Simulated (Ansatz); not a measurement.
A displaced shape of singlet HF:

```xyz
2

H     0.0467   -0.0065   -0.8116
F     0.0024    0.0061    0.0424
```

It was optimised with HF/def2-SVP in Ansatz (development build ahead of 0.2.0) to forces under 0.001 eV/Å, with restricted orbitals. Each step stands on the lowest determinant of that kind that the program's search found.

(1) What shape does it relax to, and how does the optimisation go?

## Answers

(1)

| atom | x (Å) | y (Å) | z (Å) |
| --- | --- | --- | --- |
| H | 0.0479 | -0.0069 | -0.8342 |
| F | 0.0013 | 0.0064 | 0.0650 |

Bond lengths: H1–F2 0.901 Å.

| step | E − E(start) (eV) | largest force (eV/Å) |
| --- | --- | --- |
| 1 | 0.0000 | 3.8022 |
| 2 | -0.0812 | 0.1758 |
| 3 | -0.0815 | 0.0188 |
| 4 | -0.0815 | 0.0001 |

The optimisation ended after 4 steps with its threshold met.
